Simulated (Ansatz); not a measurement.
`CC(O)CCO`, charge 0, multiplicity 1.

(1) Give a relaxed structure at PBE0-D4/def2-TZVP (Ansatz). (Estimate.)

Answers

(1) The calculation gave: 
Z-matrix (Å, degrees):
```
C
C 1 1.516
H 1 1.092 2 111.2
H 1 1.096 2 110.6 3 119.5
H 1 1.091 2 110.4 3 -120.6
O 2 1.420 1 111.1 3 174.3
C 2 1.521 1 112.2 3 -60.1
H 2 1.096 1 108.9 3 60.1
H 6 0.962 2 107.9 1 56.1
C 7 1.517 2 113.1 1 174.2
H 7 1.095 2 109.7 1 52.4
H 7 1.100 2 108.6 1 -63.8
O 10 1.414 7 112.8 2 -178.4
H 10 1.094 7 109.7 2 -61.0
H 10 1.096 7 110.0 2 56.5
H 13 0.960 10 108.3 7 -65.8
```
This is one stationary point; other conformers may exist.
